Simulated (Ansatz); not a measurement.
Process, species as SMILES: F[CH2] (CH2-F) → C atom + F atom + 2 H atom
B3LYP-D3(BJ)/def2-TZVP geometries, fixed; electronic energies without zero-point terms.

Basis-set convergence of the atomisation energy at PBE0 with Ansatz (a quantum-chemistry and plane-wave program). Cartesian d functions, on some or all atoms, in 6-31G*, 6-31G**, 6-31+G*; all else is spherical. The program fits the integrals of some runs and decomposes those of others, by size. Open shells are unrestricted. No added dispersion term, no relativity. Functions are those of the species that has most. Reference: the value in aug-pcseg-3, 316.94 kcal/mol, itself unsure by roughly 0.21 kcal/mol (its mean distance from aug-cc-pVQZ, cc-pV5Z, def2-QZVPPD). Deviations are taken from unrounded values.

```csv
basis,functions
STO-3G,12
3-21G,22
6-31G,22
6-31G*,34
6-31G**,40
6-31+G*,42
6-311G**,48
6-311+G**,56
aug-cc-pVDZ,64
"6-311++G(2d,2p)",74
jun-cc-pV(T+d)Z,106
"6-311++G(3df,3pd)",114
aug-cc-pVTZ,138
aug-cc-pVQZ,252
```

Q: Which is the smallest set listed that can be trusted to 1 kcal/mol here, that is, within that of the reference together with its larger relatives (same family, alike in diffuse functions; a set with none to test it counts only in the reference's own line)?

A: The smallest set listed that lies within 1 kcal/mol of the reference with all its larger relatives (same family, alike in diffuse functions; a set with none counts only in the reference's own line) is jun-cc-pV(T+d)Z (106 functions, -0.68 kcal/mol off). Inside the window by cancellation, since a larger relative falls out: 6-31G**. Inside, with no larger relative to test it: 6-311++G(3df,3pd). Value minus reference: STO-3G 43.19, 3-21G -11.42, 6-31G -18.50, 6-31G* -1.64, 6-31G** 0.48, 6-31+G* -3.92, 6-311G** -3.79, 6-311+G** -3.92, aug-cc-pVDZ -5.45, 6-311++G(2d,2p) -1.93, jun-cc-pV(T+d)Z -0.68, 6-311++G(3df,3pd) 0.62, aug-cc-pVTZ -0.59, aug-cc-pVQZ -0.11 kcal/mol.
